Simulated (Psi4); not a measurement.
Reaction (SMILES): N#N (N2) + 3 [H][H] (H2) → 2 N (NH3)
B3LYP-D3(BJ)/def2-TZVP geometries, fixed; electronic energies without zero-point terms.
Largest species:
```
N
H 1 1.0136
H 1 1.0136 2 107.33
H 1 1.0136 2 107.33 3 -115.09
```

The energy of full hydrogenation at MP2 with Psi4, in kcal/mol, split into its Hartree-Fock and correlation parts. Density fitting with the program's default auxiliary sets. Cores are frozen. No added dispersion term, no relativity. Functions are those of the species that has most.

| basis | X | functions | Hartree-Fock | MP2 |
|---|---|---|---|---|
| aug-cc-pVDZ | 2 | 50 | -39.61 | -40.59 |
| aug-cc-pVTZ | 3 | 115 | -34.98 | -39.29 |
| aug-cc-pVQZ | 4 | 218 | -34.31 | -39.30 |

Worked estimate of the basis-set limit from each neighbouring pair, with Hartree-Fock from the larger set and the correlation part extrapolated as X^-3.
Correlation parts: X = 2: -0.98, X = 3: -4.31, X = 4: -4.99.
- (2,3): (27·(-4.31) - 8·(-0.98))/19 = -5.71; with Hartree-Fock -34.98 the estimate is -40.69 kcal/mol.
- (3,4): (64·(-4.99) - 27·(-4.31))/37 = -5.49; with Hartree-Fock -34.31 the estimate is -39.80 kcal/mol.
The last two estimates differ by 0.90 kcal/mol; the largest set lies 0.50 from the last. Over the last step Hartree-Fock moves by 0.67 and the correlation part by -0.68.
